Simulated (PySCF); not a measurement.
Compound: F2H3P2 (charge +1).
SMILES with atom numbers: `[F:1][PH+:2]([F:3])[PH2:4]` (hydrogens: H5 on P2; H6, H7 on P4)

Computed, not measured: PySCF, PBE0-D3(BJ)/def2-SVP geometry optimisation, gas phase.

(1) Give the optimised bond lengths and angles.

## Answers

(1) 
| bond | length (Å) | order |
| --- | --- | --- |
| F1–P2, P2–F3 | 1.549 | single |
| P2–P4 | 2.163 | single |
| P2–H5 | 1.411 | single |
| P4–H6, P4–H7 | 1.432 | single |

Bonds in one row agree within 0.01 Å and their mean is given. Orders are formal, as drawn. A selection of angles:
| angle | degrees |
| --- | --- |
| F1–P2–F3 | 106.5 |
| F1–P2–P4 | 108.6 |
| F1–P2–H5 | 104.5 |
| F3–P2–H5 | 104.5 |
| P4–P2–H5 | 123.0 |
| P2–P4–H6 | 88.6 |
| H6–P4–H7 | 94.5 |

P4 (three-coordinate phosphorus) is pyramidal (angles 94.5°, 88.7° and 88.6°, sum 271.8°, 0.90 Å off the plane of its three neighbours). P2 (phosphorus bonded to 2 F, P and H) is distorted tetrahedral (angles from 104.5° to 123.0°).

Point group: Cs (every atom within 0.08 Å of its image). Not checked by PBE0-D3(BJ)/def2-SVP frequencies. Torsions: F1–P2–P4–H 170° and 75°.

One conformer stands for the species.
